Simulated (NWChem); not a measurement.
Program: NWChem. System: C4H6, charge 0, spin multiplicity 1, displaced from the optimised geometry. Level: LDA (SVWN5)/def2-SVP.

The NWChem input:

```
start mol
memory heap 200 mb stack 900 mb global 1100 mb
geometry units angstroms nocenter noautoz
  C     -1.767610    -0.678080     0.000000
  C     -0.716482     0.200504     0.000000
  C      0.716482    -0.200504     0.000000
  C      1.767610     0.678080     0.000000
  H     -1.601674    -1.782545     0.000000
  H     -2.824954    -0.325102     0.000000
  H     -0.922983     1.300436     0.000000
  H      0.922983    -1.300436     0.000000
  H      2.824954     0.325102     0.000000
  H      1.601674     1.782545     0.000000
  symmetry group C2h
end
basis spherical
  * library def2-svp
end
dft
  xc slater vwn_5
  semidirect memsize 60000000 filesize 0
  iterations 100
  grid xfine
end
task dft gradient
```

NWChem printed:

```
             Northwest Computational Chemistry Package (NWChem) 7.3.0
             --------------------------------------------------------

                                NWChem Input Module
                                -------------------

 Scaling coordinates for geometry "geometry" by  1.889725989
 (inverse scale =  0.529177249)

 Turning off AUTOSYM since
 SYMMETRY directive was detected!

                             Geometry "geometry" -> ""
                             -------------------------

 Output coordinates in angstroms (scale by  1.889725989 to convert to a.u.)

  No.       Tag          Charge          X              Y              Z
 ---- ---------------- ---------- -------------- -------------- --------------
    1 C                    6.0000    -1.76761000    -0.67808000     0.00000000
    2 C                    6.0000    -0.71648200     0.20050400     0.00000000
    3 C                    6.0000     0.71648200    -0.20050400     0.00000000
    4 C                    6.0000     1.76761000     0.67808000     0.00000000
    5 H                    1.0000    -1.60167400    -1.78254500     0.00000000
    6 H                    1.0000    -2.82495400    -0.32510200     0.00000000
    7 H                    1.0000    -0.92298300     1.30043600     0.00000000
    8 H                    1.0000     0.92298300    -1.30043600     0.00000000
    9 H                    1.0000     2.82495400     0.32510200     0.00000000
   10 H                    1.0000     1.60167400     1.78254500     0.00000000

 Effective nuclear repulsion energy (a.u.)     101.2306991454

            Nuclear Dipole moment (a.u.)
            ----------------------------
        X                 Y               Z
 ---------------- ---------------- ----------------
     0.0000000000     0.0000000000     0.0000000000

      Symmetry information
      --------------------

 Group name             C2h
 Group number             21
 Group order               4
 No. of unique centers     5

      Symmetry unique atoms

     1    2    5    6    7


 Summary of "ao basis" -> "" (spherical)
 ------------------------------------------------------------------------------
[...]
            Beta electrons :    15
          Charge           :     0
          Spin multiplicity:     1
          Use of symmetry is: on ; symmetry adaption is: on
          Maximum number of iterations: 100
          AO basis - number of functions:    86
                     number of shells:    42
          Convergence on energy requested:  1.00D-06
          Convergence on density requested:  1.00D-05
          Convergence on gradient requested:  5.00D-04

              XC Information
              --------------
                        Slater Exchange Functional  1.000 local
                      VWN V Correlation Functional  1.000 local

             Grid Information
             ----------------
          Grid used for XC integration:  xfine
          Radial quadrature: Mura-Knowles
          Angular quadrature: Lebedev.
          Tag              B.-S. Rad. Rad. Pts. Rad. Cut. Ang. Pts.
          ---              ---------- --------- --------- ---------
          C                   0.70      100          12.0      1454
          H                   0.35      100          14.0      1202
          Grid pruning is: on
          Number of quadrature shells:   500
          Spatial weights used:  Erf1

          Convergence Information
          -----------------------
          Convergence aids based upon iterative change in
          total energy or number of iterations.
          Levelshifting, if invoked, occurs when the
          HOMO/LUMO gap drops below (HL_TOL):  1.00D-02
          DIIS, if invoked, will attempt to extrapolate
          using up to (NFOCK): 10 stored Fock matrices.

                    Damping( 0%)  Levelshifting(0.5)       DIIS
                  --------------- ------------------- ---------------
          dE  on:    start            ASAP                start
          dE off:    2 iters        100 iters           100 iters

      Screening Tolerance Information
      -------------------------------
          Density screening/tol_rho:  1.00D-10
          AO Gaussian exp screening on grid/accAOfunc:  14
          CD Gaussian exp screening on grid/accCDfunc:  20
          XC Gaussian exp screening on grid/accXCfunc:  20
          Schwarz screening/accCoul:  1.00D-08

                            NWChem DFT Gradient Module
                            --------------------------

  charge          =   0.00
  wavefunction    = closed shell

  Using symmetry

                         DFT ENERGY GRADIENTS

    atom               coordinates                        gradient
                 x          y          z           x          y          z
   1 C      -3.340299  -1.281385   0.000000   -0.016418  -0.012375   0.000000
   2 C      -1.353955   0.378898   0.000000   -0.005237   0.017546   0.000000
   3 C       1.353955  -0.378898   0.000000    0.005237  -0.017546   0.000000
   4 C       3.340299   1.281385   0.000000    0.016418   0.012375   0.000000
   5 H      -3.026725  -3.368522   0.000000   -0.000017  -0.007406   0.000000
   6 H      -5.338389  -0.614354   0.000000   -0.007617   0.001668   0.000000
   7 H      -1.744185   2.457468   0.000000   -0.001844   0.006783   0.000000
   8 H       1.744185  -2.457468   0.000000    0.001844  -0.006783   0.000000
   9 H       5.338389   0.614354   0.000000    0.007617  -0.001668   0.000000
  10 H       3.026725   3.368522   0.000000    0.000017   0.007406   0.000000

                 ----------------------------------------
                 |  Time  |  1-e(secs)   |  2-e(secs)   |
                 ----------------------------------------
                 |  CPU   |       0.01   |       0.88   |
                 ----------------------------------------
                 |  WALL  |       0.01   |       0.88   |
                 ----------------------------------------

 Task  times  cpu:        4.8s     wall:        4.8s

 Total times  cpu:        4.9s     wall:        4.9s
```
